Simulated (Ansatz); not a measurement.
C$_{3}$H$_{5}$FO$_{2}$, SMILES `CC(O)(F)C=O` at its PBE0-D4/def2-TZVP geometry, where that method's forces vanish. Charge 0, multiplicity 1.

```xyz
11

C    -1.2205    0.3677    0.3423
C    -0.0250   -0.3059   -0.2707
O     0.1341   -1.5652    0.2076
F    -0.2118   -0.3315   -1.6616
C     1.2757    0.4898   -0.1325
O     2.2823   -0.0259    0.2617
H    -1.3701    1.3556   -0.0946
H    -2.1024   -0.2442    0.1497
H    -1.0855    0.4607    1.4208
H     1.0864   -1.7478    0.2328
H     1.2368    1.5467   -0.4554
```

(1) What forces (eV/Å) does B3LYP-D4/def2-TZVPP give on these atoms in Ansatz? (An estimate is asked.)

## Answers

(1) The calculation gave: 
```
C1  -0.188  0.092  0.086
C2   0.002  0.187  0.229
O3   0.069 -0.297  0.093
F4  -0.070 -0.016 -0.458
C5  -0.082  0.263 -0.090
O6   0.261 -0.085  0.088
H7  -0.002 -0.046  0.033
H8   0.033  0.040  0.017
H9  -0.019  0.005 -0.050
H10 -0.007 -0.086  0.033
H11  0.004 -0.058  0.020
```

B3LYP here is the variant with VWN-RPA as its local correlation; programs differ in this.
